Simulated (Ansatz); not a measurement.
**How far a parabola holds: energy against volume of zinc-blende MgTe (metastable phase)**

Zinc-blende MgTe (metastable phase), treated with PBE (PAW; Ansatz, an electronic-structure program). Run with plane-wave cutoff 520 eV, 10×10×10 k mesh, Fermi–Dirac smearing 0.01 eV, scalar-relativistic PAW data made under PBE. The cell has no free parameter but its volume, all volumes share cutoff and mesh, and the runs aren't spin-polarised. Energies are free energies at the run's smearing, counted from the lowest row; static lattice.

```csv
V (Å³/atom),E (meV/atom)
32.401,?
33.090,6.26
33.780,1.51
34.469,0.00
35.158,1.41
35.848,5.46
```

Question: Fit E against V with a parabola, and predict the withheld value at V = 32.401.

Answer: With u = V - 34.5, the rows have u = -1.4100, -0.7200, -0.0310, 0.6580, 1.3480. Least squares gives E = -0.007 - 0.0555·u + 3.0824·u². Residuals (row less fit): 0.061, -0.121, 0.002, 0.119, -0.059; standard error 0.134 (degrees of freedom: 2). The fitted curve has its minimum at V = 34.5, where E = -0.01. Its curvature is d²E/dV² = 2 × 3.0824 meV/Å⁶, so B = V0·d²E/dV² × 0.1602 = 34.1 GPa. At the withheld row, u = -2.0990, so E = -0.007 - 0.0555 × (-2.0990) + 3.0824 × (-2.0990)² = 13.690 meV/atom. The calculation gives 14.61 meV/atom, 0.920 meV/atom above the prediction (6.3 % of the range of E in the table). The row lies outside the fitted rows, so this is an extrapolation. From the scatter of the fitted rows alone, a prediction at this place has a standard error of 0.317 meV/atom, so the miss is 2.9 times that.

The residuals are curvature that a parabola lacks, not noise. A solid that stiffens under compression and softens on expansion lies above the parabola at the compressed end and under it at the expanded end, as this row does. A third-order Birch-Murnaghan fit to the whole scan has B0 = 33.9 GPa. Only scans are tabulated whose curvature falls smoothly with volume, and where the parabola meets the shown rows within 5 % of their range and misses the end by 0.1 meV or more.

Spin–orbit coupling is not included.
